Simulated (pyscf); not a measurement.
Single points on ωB97X-D3(BJ)/def2-SVP structures (PySCF, gas phase).

Task: cyclic C₄H₄O (SMILES c1ccoc1) + H₂C=O → O=CH–CH=CH–CH₂–CH=O
Surface: singlet. Broken: C–O, C–H. Formed: C–C, C–H. Give ΔE‡ and ΔE from ωB97M-D3(BJ)/def2-TZVP, relative to the separated reactants.

Result: ΔE‡ = 77.1 kcal/mol, ΔE = -13.9 kcal/mol. Zero-point energy shifts the barrier by -2.3 kcal/mol. It is a concerted two-bond exchange, with an imaginary mode of 897i cm⁻¹. From the product side, H₂C=CH–CH•–CH=O + •HC=O lies, by one bond made or cut, 22.5 kcal/mol under this saddle at ωB97M-D3(BJ). One saddle was located; it need not be the lowest between these sides.
